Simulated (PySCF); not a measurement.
Calculation: CAM-B3LYP-D3(BJ)/def2-TZVP in PySCF. Gas-phase values, no solvent. Delta-SCF ions had no search for a lower state. Excitations are Tamm–Dancoff values on a coarser integration grid. The basis has no diffuse functions, so Rydberg states are missing or too high.

Reference species (SMILES): `ClB(Cl)Cl` (neutral, multiplicity 1).

```yaml
vertical ionisation energy (Delta-SCF): 11.58 eV
HOMO: -10.46 eV
T1 excitation (TDA): 5.74 eV
HOMO–LUMO gap: 9.95 eV
```

After one change: the vertical ionisation energy (Delta-SCF) decreases by 2.16 eV; the HOMO increases by 1.86 eV; the T1 excitation (TDA) drops by 2.06 eV; the HOMO–LUMO gap decreases by 2.79 eV.

Question: Which change was made? The new species is one of these.
(A) `ClB(I)I`
(B) `IB(I)I`
(C) `ClB(Cl)I`

Answer: B, `IB(I)I`
